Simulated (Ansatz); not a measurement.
in.yaml

```yaml
crystal:
  periodic: [false, false, false]
  atoms:
    - {symbol: C, position_ang: [0.000000, 0.000000, 0.000000]}
    - {symbol: Li, position_ang: [0.000000, 0.000000, 5.101000]}
basis:
  gaussian: {orbitals: aug-cc-pVTZ}
total_charge: 1
magnetization: {spin_polarized: false, initial_magnetization: 2}
correlation: {method: ccsdt_q, electrons: outside_noble_gas}
```

```sh
$ ansatz run in.yaml --threads 1 --pin off --events-out ev --progress --plain --max-ram 2393MiB
```

The program prints:

```
962 factors; integrals over basis functions are off by at most 2.3e-7 eV
mean field evaluation 1: about -1222.0556 eV, gradient 1.1e1 eV
mean field evaluation 2: about -1222.0561 eV, gradient 1.1e1 eV
mean field evaluation 4: about -1222.2662 eV, gradient 6.5e0 eV
mean field evaluation 8: about -1222.4626 eV, gradient 9.8e-1 eV
mean field evaluation 16: about -1222.0557 eV, gradient 1.1e1 eV
mean field evaluation 32: about -1222.4699 eV, gradient 2.0e-3 eV
mean field evaluation 64: about -1222.3992 eV, gradient 1.5e-1 eV
mean field evaluation 96: about -1222.4693 eV, gradient 1.2e-1 eV
mean field evaluation 128: about -1222.4699 eV, gradient 1.9e-2 eV
mean field evaluation 160: about -1222.4699 eV, gradient 4.0e-2 eV
...
cycle  12  -2.59495787 eV  change   -1.4e-6 eV  update   3.0e-5
cycle  13  -2.59495974 eV  change   -1.9e-6 eV  update   2.4e-5
cycle  14  -2.59496180 eV  change   -2.1e-6 eV  update   1.8e-5
cycle  15  -2.59496226 eV  change   -4.6e-7 eV  update   7.0e-6
cycle  16  -2.59496233 eV  change   -7.2e-8 eV  update   3.3e-6
cycle  17  -2.59496227 eV  change    5.5e-8 eV  update   2.5e-6
cycle  18  -2.59496221 eV  change    6.2e-8 eV  update   1.9e-6
cycle  19  -2.59496217 eV  change    4.0e-8 eV  update   1.3e-6
cycle  20  -2.59496217 eV  change    4.7e-9 eV  update   9.9e-7
cycle  21  -2.59496216 eV  change    3.9e-9 eV  update   4.3e-7
perturbative correction -0.00106216 eV, -0.0000390338 hartree
Total energy: -1225.06596302 eV, -45.0203437613 hartree
```

For the same geometry and basis full CI lies 0.6 meV higher.

Ran on 1 thread of Arm Neoverse V1, shared host: 1.9 min wall, 1.2 GiB peak host memory.
